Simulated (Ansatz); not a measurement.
Ansatz (a quantum-chemistry and plane-wave program) input:

Ansatz 0.2 input:
```yaml
crystal:
  periodic: [false, false, false]
  atoms:
    - {symbol: O, position_ang: [0.44187469, 1.33485861, 0.12974526]}
    - {symbol: C, position_ang: [-0.05433681, 0.28429606, 0.03240259]}
    - {symbol: N, position_ang: [1.01706973, -0.94595571, -0.13354246]}
    - {symbol: C, position_ang: [-1.45221658, -0.19963021, 0.02418072]}
    - {symbol: H, position_ang: [0.82672373, -1.72574334, 0.50046318]}
    - {symbol: H, position_ang: [-2.11892134, 0.65910120, 0.05169695]}
    - {symbol: H, position_ang: [-1.64770358, -0.79921607, -0.86796571]}
    - {symbol: H, position_ang: [-1.63131075, -0.83031322, 0.89974415]}
    - {symbol: H, position_ang: [1.94584384, -0.56465997, 0.06579244]}
    - {symbol: H, position_ang: [1.01020268, -1.30434259, -1.09239559]}
basis:
  gaussian:
    orbitals: aug-cc-pVDZ
total_charge: 1
magnetization: {spin_polarized: false}
correlation: {method: ccsd_t, electrons: outside_noble_gas}
output: {forces: true}
```

**Question.** Which total energy does the run end on?

**Answer.** -209.03989 Eh (CCSD(T)/aug-cc-pVDZ). The basis has 146 functions. The run takes about 5 core-minutes (a rough figure).

It need not be the lowest isomer of its formula.
